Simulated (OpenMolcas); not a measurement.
**C2H4Si (ethynylsilane): levels of theory compared**

Aim: a comparison of 6 runs (HF/6-311+G**, B3LYP/6-311+G**, M06-2X/6-311+G**, M06-L/6-311+G**, r2SCAN/6-311+G**, CCSD(T)/6-311+G**) of C2H4Si (ethynylsilane). 

The results are computed with OpenMolcas 26.06.

## 1. The molecule

C2H4Si has 7 atoms, charge 0, and is taken as a singlet. As SMILES, `C#C[SiH3]`. The coordinates come from a PBE0-D4/def2-TZVP relaxation.

Bond lengths: C1–C2 1.206 Å, C2–Si3 1.823 Å, C1–H4 1.066 Å, Si3–H5 1.483 Å, Si3–H6 1.483 Å, Si3–H7 1.483 Å. Angles: C1–C2–Si3 180.0°, C2–C1–H4 180.0°, C2–Si3–H5 109.3°, C2–Si3–H6 109.3°, C2–Si3–H7 109.3°, H5–Si3–H6 109.6°, H5–Si3–H7 109.6°, H6–Si3–H7 109.6°.

## 2. Energy and gradient at HF/6-311+G(d,p) (run 1)

coord.xyz

```xyz
7

C     -0.580700    -1.871400     0.172200
C     -0.218500    -0.726500     0.062400
Si     0.329800     1.004300    -0.103800
H     -0.901000    -2.883500     0.269300
H     -0.094500     1.528300    -1.425000
H     -0.281700     1.818100     0.974900
H      1.807900     1.062900     0.004400
```

test.inp

```
&GATEWAY
 BasLib = $CurrDir
 Coord = coord.xyz
 Basis = 6-311pGss
 Group = NoSym

&SEWARD

&SCF
 Thresholds = 1e-10 1e-07 1e-07 1e-05
 PrOrbitals = 1

&ALASKA
```

The basis set 6-311+G** is read from a file made from the Basis Set Exchange's data (not shown).

Command:

```console
export MOLCAS_MEM=1860
pymolcas test.inp > test.log
```

Output:

```text
--- Start Module: gateway ---
[...]
--- Stop Module: gateway /rc=_RC_ALL_IS_WELL_ ---
[...]
      Basis functions           98
[...]
--- Start Module: scf ---
[...]
       Convergence after  12 Iterations
[...]
::    Total SCF energy                               -366.9607644684
[...]
      Total spin, S                                     0.0000000000
[...]
      Total electronic charge=   30.000000
      Total            charge=   -0.000000
[...]
      Dipole Moment (debye):
      Origin of the operator (angstrom)=    0.0031   -0.0275   -0.0048
                   X= -1.2663E-01               Y= -4.0187E-01               Z=  3.8725E-02           Total=  4.2313E-01
      Quadrupole Moment (debye*angstrom):
[...]
--- Stop Module: scf /rc=_RC_ALL_IS_WELL_ ---
[...]
--- Start Module: alaska ---
[...]
 *              Molecular gradients               *
 **************************************************
  Irreducible representation: a
 ------------------------------------------------------------------------------------------
                              X                       Y                       Z
 ------------------------------------------------------------------------------------------
  C1               -7.25489893037246E-03   -2.29685575558456E-02    2.19913486432510E-03
  C2                1.19489343830459E-02    3.78141098287008E-02   -3.62466005528272E-03
  SI3              -3.53972204447128E-03   -1.12206361854037E-02    1.11924381658202E-03
  H4               -2.19671927579657E-03   -6.93852501625214E-03    6.66239757920017E-04
  H5               -1.02209123856434E-03    1.25344006864214E-03   -3.17121023098954E-03
  H6               -1.45357897004117E-03    1.92519262369162E-03    2.55499774111012E-03
  H7                3.51807607618415E-03    1.34976236433049E-04    2.56254106331621E-04
 ------------------------------------------------------------------------------------------
--- Stop Module: alaska /rc=_RC_ALL_IS_WELL_ ---
[...]
```

It took 9.3 s on 1 thread of Arm Neoverse V2, shared host; peak memory 0.54 GiB.

## 3. Energy and forces at B3LYP/6-311+G(d,p) (run 2)

input.xyz

```xyz
7

C     -0.580700    -1.871400     0.172200
C     -0.218500    -0.726500     0.062400
Si     0.329800     1.004300    -0.103800
H     -0.901000    -2.883500     0.269300
H     -0.094500     1.528300    -1.425000
H     -0.281700     1.818100     0.974900
H      1.807900     1.062900     0.004400
```

run.inp

```
* C2H4Si Kohn-Sham DFT

&gateway
 baslib = $CurrDir
 coord = input.xyz
 basis = 6-311pGss
 group = NoSym

&seward
 gridinput
 Grid=UltraFine
 End of Grid

&scf
 ksdft = B3LYP
 thresholds = 1e-10 1e-07 1e-07 1e-05
 prorbitals = 1 2

&alaska
```

The basis set 6-311+G** is read from a file made from the Basis Set Exchange's data (not shown).

Command:

```console
export MOLCAS_MEM=1860
pymolcas run.inp > run.log
```

Output:

```text
--- Start Module: gateway ---
[...]
--- Stop Module: gateway /rc=_RC_ALL_IS_WELL_ ---
[...]
      Basis functions           98
[...]
--- Start Module: scf ---
[...]
       Convergence after  14 Iterations
[...]
::    Total KS-DFT energy                            -368.0923962341
[...]
      Total spin, S                                     0.0000000000
[...]
      Total electronic charge=   30.000000
      Total            charge=   -0.000000
[...]
      Dipole Moment (debye):
      Origin of the operator (angstrom)=    0.0031   -0.0275   -0.0048
                   X= -9.3591E-02               Y= -2.9730E-01               Z=  2.8652E-02           Total=  3.1300E-01
      Quadrupole Moment (debye*angstrom):
[...]
--- Stop Module: scf /rc=_RC_ALL_IS_WELL_ ---
[...]
--- Start Module: alaska ---
[...]
 *              Molecular gradients               *
 **************************************************
  Irreducible representation: a
 ------------------------------------------------------------------------------------------
                              X                       Y                       Z
 ------------------------------------------------------------------------------------------
  C1                2.10841348359248E-03    6.64236840708909E-03   -6.39304622521486E-04
  C2               -5.04815683689319E-04   -1.55924229091120E-03    1.50791376547554E-04
  SI3              -1.06383474471894E-03   -3.40445556286539E-03    3.69308314516537E-04
  H4               -4.51701141080507E-04   -1.42772299856508E-03    1.37191941167847E-04
  H5               -1.73376544591930E-04   -6.18054387224731E-05   -3.17433914557963E-04
  H6               -2.00098928123449E-04   -9.50317345305152E-06    2.58811735276421E-04
  H7                2.85413558590797E-04   -1.79638942547633E-04    4.06351695786678E-05
 ------------------------------------------------------------------------------------------
--- Stop Module: alaska /rc=_RC_ALL_IS_WELL_ ---
[...]
```

Wall time 31 s (1 thread of Arm Neoverse V2, shared host); peak memory 0.54 GiB.

Runs 3 to 4 aren't shown in full; the table further down has their settings and results.

## 4. Energy and gradient at r2SCAN/6-311+G(d,p) (run 5)

geom.xyz

```xyz
7

C     -0.580700    -1.871400     0.172200
C     -0.218500    -0.726500     0.062400
Si     0.329800     1.004300    -0.103800
H     -0.901000    -2.883500     0.269300
H     -0.094500     1.528300    -1.425000
H     -0.281700     1.818100     0.974900
H      1.807900     1.062900     0.004400
```

job.input

```
&GATEWAY
BasLib = $CurrDir
Coord = geom.xyz
Basis = 6-311pGss
Group = NoSym
&SEWARD
GridInput
Grid=UltraFine
End of Grid
&SCF
KSDFT = 2
1.0 MGGA_X_R2SCAN
1.0 MGGA_C_R2SCAN
Thresholds = 1e-10 1e-07 1e-07 1e-05
PrOrbitals = 0
&ALASKA
```

The basis set 6-311+G** is read from a file made from the Basis Set Exchange's data (not shown).

Command:

```console
export MOLCAS_MEM=1860
pymolcas job.input > job.log
```

Output:

```text
--- Start Module: gateway ---
[...]
--- Stop Module: gateway /rc=_RC_ALL_IS_WELL_ ---
[...]
      Basis functions           98
[...]
--- Start Module: scf ---
[...]
       Convergence after  14 Iterations
[...]
::    Total KS-DFT energy                            -367.9820257306
[...]
      Total spin, S                                     0.0000000000
[...]
      Total electronic charge=   30.000000
      Total            charge=   -0.000000
[...]
      Dipole Moment (debye):
      Origin of the operator (angstrom)=    0.0031   -0.0275   -0.0048
                   X= -1.0053E-01               Y= -3.1925E-01               Z=  3.0738E-02           Total=  3.3611E-01
      Quadrupole Moment (debye*angstrom):
[...]
--- Stop Module: scf /rc=_RC_ALL_IS_WELL_ ---
[...]
--- Start Module: alaska ---
[...]
 *              Molecular gradients               *
 **************************************************
  Irreducible representation: a
 ------------------------------------------------------------------------------------------
                              X                       Y                       Z
 ------------------------------------------------------------------------------------------
  C1                4.28705334497570E-03    1.35330426250704E-02   -1.29976231198370E-03
  C2               -3.79912770311996E-03   -1.19721749661079E-02    1.15096549659494E-03
  SI3               1.49024160540190E-04    4.01905814012338E-04    1.28118131198507E-05
  H4               -2.35708607020602E-04   -7.46337900888516E-04    7.17049111207402E-05
  H5                1.48087456210311E-04   -4.24939210889042E-04    6.56247379683617E-04
  H6                2.58990779243184E-04   -5.91699834192827E-04   -5.50174540317361E-04
  H7               -8.08319430832150E-04   -1.99796527020957E-04   -4.17927482126157E-05
 ------------------------------------------------------------------------------------------
--- Stop Module: alaska /rc=_RC_ALL_IS_WELL_ ---
[...]
```

It took 40 s on 1 thread of Arm Neoverse V2, shared host; peak memory 0.54 GiB.

## 5. The energy at CCSD(T)/6-311+G(d,p) (Cholesky decomposition) (run 6)

input.xyz is that of step 3.

test.input

```
>>> EXPORT MOLCAS_PRINT=2

&gateway
  baslib = $CurrDir
  coord = input.xyz
  basis = 6-311pGss
  group = NoSym

&seward
  high

&scf
  thresholds = 1e-10 1e-07 1e-07 1e-05
  prorbitals = 1 2

&chcc
  frozen = 7
  threshold = 1e-08
  maxiterations = 80

&cht3
  frozen = 7
```

The basis set 6-311+G** is read from a file made from the Basis Set Exchange's data (not shown).

Command:

```console
export MOLCAS_MEM=1860
pymolcas test.input > test.log
```

Output:

```text
--- Start Module: gateway ---
[...]
--- Stop Module: gateway /rc=_RC_ALL_IS_WELL_ ---
[...]
      Basis functions           98
[...]
       Convergence after  12 Iterations
[...]
::    Total SCF energy                               -366.9607644604
[...]
      Total spin, S                                     0.0000000000
[...]
      Total electronic charge=   30.000000
      Total            charge=   -0.000000
[...]
      Dipole Moment (debye):
      Origin of the operator (angstrom)=    0.0031   -0.0275   -0.0048
                   X= -1.2663E-01               Y= -4.0187E-01               Z=  3.8725E-02           Total=  4.2313E-01
      Quadrupole Moment (debye*angstrom):
[...]
--- Start Module: chcc ---
[...]
--- Stop Module: chcc /rc=_RC_ALL_IS_WELL_ ---
[...]
--- Start Module: cht3 ---
[...]
--- Stop Module: cht3 /rc=_RC_ALL_IS_WELL_ ---
[...]
```

It took 1.8 min on 1 thread of Arm Neoverse V2, shared host; peak memory 0.14 GiB.

## 6. Overview of the runs

```
run                                       level  integration grid  integral approximation  energy (Eh)  dipole moment (D) of the reference  HOMO energy (eV)  LUMO energy (eV)  wall time
  1                                HF/6-311+G**                 –                    none  -366.960764                                0.42            -11.02              1.40      9.3 s
  2                             B3LYP/6-311+G**         UltraFine                    none  -368.092396                                0.31             -8.07             -0.32       31 s
  3                            M06-2X/6-311+G**         UltraFine                    none  -368.003490                                0.24             -9.52              0.18       39 s
  4                             M06-L/6-311+G**         UltraFine                    none  -368.055101                                0.25             -7.29             -0.69       40 s
  5                            r2SCAN/6-311+G**         UltraFine                    none  -367.982026                                0.34             -7.35             -0.78       40 s
  6  CCSD(T)/6-311+G** (Cholesky decomposition)                 –                 CD high  -367.380262                                0.42            -11.02              1.40    1.8 min
```

## 7. What came out

| quantity | value |
| --- | --- |
| run 6: total energy | -367.38026 Eh |
| run 6: dipole moment (mean-field density) | 0.42 D |
| run 6: HOMO energy (Hartree–Fock orbitals) | -11.02 eV |
| run 6: LUMO energy (Hartree–Fock orbitals) | 1.40 eV |
| run 6: HOMO–LUMO gap (Hartree–Fock orbitals) | 12.42 eV |
| run 6: correlation energy (7 core orbitals frozen) | -419.5 mEh |
| run 6: (T) correction | -16.96 mEh |

**Reading.** Over runs 1, 2, 3, 4, 5 the dipole moment (its size) runs from 0.24 D (M06-2X/6-311+G**) to 0.42 D (HF/6-311+G**). Over runs 1, 2, 3, 4, 5 the HOMO–LUMO gap runs from 6.57 eV (r2SCAN/6-311+G**) to 12.42 eV (HF/6-311+G**). Exact exchange widens orbital gaps. Totals of different functionals can't be ranked against each other. All runs together took 4.4 min, the longest 1.8 min.
